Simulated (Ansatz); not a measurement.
`[SiH3]SS` → `SS` + `[SiH2]` at 500 K and 1 bar (silylene loss).

Gas-phase electronic energies from Ansatz, PBE0-D4/def2-TZVP geometries. CBS: MP2 limit from def2 TZ/QZ plus the TZ coupled-cluster correction, frozen cores. This one scheme is used for every species. One conformer a species, not always the lowest.

```json
{"species": "`[SiH3]SS`", "CCSD(T)/CBS energy (Eh)": "-1087.04745", "H − E (kJ/mol)": "131.2", "S (J/(mol·K))": "362.9"}
{"species": "`SS`", "CCSD(T)/CBS energy (Eh)": "-796.74576", "H − E (kJ/mol)": "70.8", "S (J/(mol·K))": "278.5"}
{"species": "`[SiH2]`", "CCSD(T)/CBS energy (Eh)": "-290.19011", "H − E (kJ/mol)": "48.0", "S (J/(mol·K))": "226.5"}
```

H − E and S are ideal-gas, rigid-rotor, harmonic terms from PBE0-D4/def2-TZVP, for one conformer and one mirror image of each species. 1 Eh = 2625.50 kJ/mol, R = 8.31446 J/(mol·K).

Task: By hand: ΔE, ΔH, ΔS and ΔG.

Result: ΔE = (-796.74576) + (-290.19011) − (-1087.04745) = 0.11158 Eh = 293.0 kJ/mol. Δ(H − E) = 70.8 + 48.0 − 131.2 = -12.4, so ΔH = 280.6 kJ/mol. ΔS = 278.5 + 226.5 − 362.9 = 142.1 J/(mol·K). ΔG = 280.6 − 500 × (142.1)/1000 = 209.6 kJ/mol.

Task: By hand: the equilibrium constant, and the temperature at which ΔG would vanish if ΔH and ΔS stayed fixed.

Result: log₁₀ K = −ΔG/(RT ln 10) = -21.9. ΔG = 0 at ΔH/ΔS = 1975 K.

The number of gas molecules changes by +1, which sets the sign of ΔS. A doubt of 5 kJ/mol in ΔE shifts log₁₀ K by 0.5 here. Other conformers and mirror images would add mixing entropy, several J/(mol·K) or more a flexible species. These are equilibria of isolated gas molecules and say nothing of rates. Largest T1 diagnostic: 0.014 (customary marks: 0.02 for closed shells, 0.045 for open ones).
